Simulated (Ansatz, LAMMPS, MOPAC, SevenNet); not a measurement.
# Lattice constant a of zinc-blende GaAs: levels of theory against measurement

Reference value: 5.64 Å (measured, static lattice: zero-point anharmonic expansion removed; as tabulated in Mejia-Rodriguez and Trickey (2018), arXiv:1807.09216).

| level (code) | value (Å) | error (%) |
|---|---|---|
| BOP GaAs.bop.table (LAMMPS) | 5.664 | +0.43 |
| PM7 semi-empirical Hartree-Fock (MOPAC) | 5.640 | 0.00 |
| SevenNet-l3i5 | 5.753 | +2.00 |
| LDA (Ansatz) | 5.603 | -0.66 |
| PBE (Ansatz) | 5.745 | +1.86 |
| rVV10 (Ansatz) | 5.779 | +2.46 |
| r²SCAN-D4 (Ansatz) | 5.644 | +0.07 |
| B3LYP (VWN-RPA form) (Ansatz) | 5.765 | +2.22 |
| Hartree–Fock (Ansatz) | 5.755 | +2.04 |

Once the reference is moved by up to 0.10 % (a margin picked here for doubts on the reference and the settings) and values within 0.10 % count as equal, the nearest can be PM7 semi-empirical Hartree-Fock (MOPAC) (0.00 %) or r²SCAN-D4 (+0.07 %). Among them rVV10 (+2.46 %) misses by most. Within 0.3 %: PM7 semi-empirical Hartree-Fock (MOPAC), r²SCAN-D4.

PM7 semi-empirical Hartree-Fock (MOPAC): the method was fitted mainly to molecules. PM7 semi-empirical Hartree-Fock (MOPAC): the run uses a supercell at the zone centre in place of a k mesh. Cutoffs and k meshes differ between the levels. Ansatz's density-functional and Hartree–Fock values are scalar-relativistic unless marked +SOC, with PAW data made under PBE.

Empirical potentials (BOP GaAs.bop.table) are fitted to chosen data: where that held the value shown, agreement is built in, and what lay outside the fit can be far off. Machine-learned potentials (SevenNet-l3i5) are trained on DFT data: a solid inside that data is no test of them.

Differences are worked out from the printed values.

Ansatz is a first-principles code.
